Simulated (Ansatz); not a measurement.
Geometry optimisation of `C=N/C(O)=C/F`.

```yaml
crystal:
  periodic: [false, false, false]
  atoms:
    - {symbol: C, position_ang: [-0.006243, -1.662956, -0.444738]}
    - {symbol: N, position_ang: [0.338516, -0.865231, 0.500241]}
    - {symbol: C, position_ang: [0.030766, 0.490748, 0.483721]}
    - {symbol: O, position_ang: [-0.213852, 1.035016, 1.704288]}
    - {symbol: C, position_ang: [0.072133, 1.258545, -0.640660]}
    - {symbol: F, position_ang: [-0.112196, 2.587686, -0.588486]}
    - {symbol: H, position_ang: [-0.623654, -1.352025, -1.318982]}
    - {symbol: H, position_ang: [0.327665, -2.716423, -0.400755]}
    - {symbol: H, position_ang: [-0.065595, 0.306799, 2.341379]}
    - {symbol: H, position_ang: [0.335561, 0.866642, -1.633208]}
basis:
  gaussian: {orbitals: def2-TZVP}
hamiltonian: {xc: pbe0, dispersion: d4}
relax: {f_tol: 0.005, max_steps: 150}
```

```sh
$ ansatz run in.yaml --threads 4 --pin off --events-out ev --progress --plain --max-ram 10444MiB
```

Shortened log:

```
Functional definition: PBE0
mean field -9421.77179183 eV, -346.2437270436 hartree, gradient 3.5e-5 eV, S^2 0.000000; 0 other end points of the search recorded, 0 dependent functions left out
relax step   1: F+E_penalty+E_count = -9421.92707359 eV  Δ(F+E_penalty+E_count) = +0.000e0 eV  max|allowed force component| = 9.622e-1 eV/Å  Δτ_max = 0.0000 Å  (30 SCF iters, accepted)
mean field -9421.83409007 eV, -346.2460164615 hartree, gradient 2.1e-5 eV, S^2 0.000000; 0 other end points of the search recorded, 0 dependent functions left out
relax step   2: F+E_penalty+E_count = -9421.99042354 eV  Δ(F+E_penalty+E_count) = -6.335e-2 eV  max|allowed force component| = 3.650e-1 eV/Å  Δτ_max = 0.0361 Å  (33 SCF iters, accepted)
mean field -9421.83080215 eV, -346.2458956326 hartree, gradient 2.1e-5 eV, S^2 0.000000; 0 other end points of the search recorded, 0 dependent functions left out
relax step   3: F+E_penalty+E_count = -9421.98759669 eV  Δ(F+E_penalty+E_count) = +2.827e-3 eV  max|allowed force component| = 3.598e-1 eV/Å  Δτ_max = 0.0337 Å  (33 SCF iters, rejected (line search))
mean field -9421.84005425 eV, -346.2462356412 hartree, gradient 1.9e-5 eV, S^2 0.000000; 0 other end points of the search recorded, 0 dependent functions left out
relax step   4: F+E_penalty+E_count = -9421.99674457 eV  Δ(F+E_penalty+E_count) = -6.321e-3 eV  max|allowed force component| = 7.377e-2 eV/Å  Δτ_max = 0.0166 Å  (34 SCF iters, accepted)
mean field -9421.84097852 eV, -346.2462696075 hartree, gradient 1.9e-5 eV, S^2 0.000000; 0 other end points of the search recorded, 0 dependent functions left out
relax step   5: F+E_penalty+E_count = -9421.99770606 eV  Δ(F+E_penalty+E_count) = -9.615e-4 eV  max|allowed force component| = 5.535e-2 eV/Å  Δτ_max = 0.0222 Å  (33 SCF iters, accepted)
mean field -9421.84147947 eV, -346.2462880170 hartree, gradient 2.0e-5 eV, S^2 0.000000; 0 other end points of the search recorded, 0 dependent functions left out
relax step   6: F+E_penalty+E_count = -9421.99828642 eV  Δ(F+E_penalty+E_count) = -5.804e-4 eV  max|allowed force component| = 3.078e-2 eV/Å  Δτ_max = 0.0277 Å  (34 SCF iters, accepted)
mean field -9421.84151286 eV, -346.2462892440 hartree, gradient 1.8e-5 eV, S^2 0.000000; 0 other end points of the search recorded, 0 dependent functions left out
relax step   7: F+E_penalty+E_count = -9421.99831770 eV  Δ(F+E_penalty+E_count) = -3.128e-5 eV  max|allowed force component| = 1.554e-2 eV/Å  Δτ_max = 0.0033 Å  (34 SCF iters, accepted)
mean field -9421.84151347 eV, -346.2462892663 hartree, gradient 1.8e-5 eV, S^2 0.000000; 0 other end points of the search recorded, 0 dependent functions left out
relax step   8: F+E_penalty+E_count = -9421.99832444 eV  Δ(F+E_penalty+E_count) = -6.746e-6 eV  max|allowed force component| = 4.119e-3 eV/Å  Δτ_max = 0.0019 Å  (35 SCF iters, accepted)
mean field -9421.84151347 eV, -346.2462892663 hartree, gradient 1.8e-5 eV, S^2 0.000000; 1 other end points of the search recorded, 0 dependent functions left out
Total energy: -9421.99835066 eV, -346.2520529268 hartree
Atom 0 at    -0.008504    -1.637998    -0.435344 Å, force     0.000196    -0.001707    -0.000234 eV/Å
Atom 1 at     0.389984    -0.863633     0.481929 Å, force     0.000310     0.004119     0.000243 eV/Å
Atom 2 at     0.048976     0.482799     0.465181 Å, force     0.000052    -0.002743     0.000922 eV/Å
Atom 3 at    -0.237517     1.006008     1.673752 Å, force    -0.000983    -0.000306    -0.000576 eV/Å
Atom 4 at     0.090602     1.234072    -0.637310 Å, force    -0.000143     0.000747    -0.000068 eV/Å
Atom 5 at    -0.147656     2.547877    -0.593065 Å, force     0.000543    -0.000530    -0.000313 eV/Å
Atom 6 at    -0.671498    -1.314024    -1.243774 Å, force    -0.000542     0.000431    -0.000415 eV/Å
Atom 7 at     0.319199    -2.675282    -0.423062 Å, force    -0.000273     0.000036    -0.000136 eV/Å
Atom 8 at    -0.082014     0.309682     2.321771 Å, force     0.000741     0.000004     0.000452 eV/Å
Atom 9 at     0.381529     0.859299    -1.607277 Å, force     0.000098    -0.000050     0.000126 eV/Å
Dipole moment:    -0.026818    -0.633665    -0.170482 e Å
```

Hardware: 4 threads of an Arm Neoverse V1 on a shared host. Wall time 27 s, peak host memory 0.5 GiB.
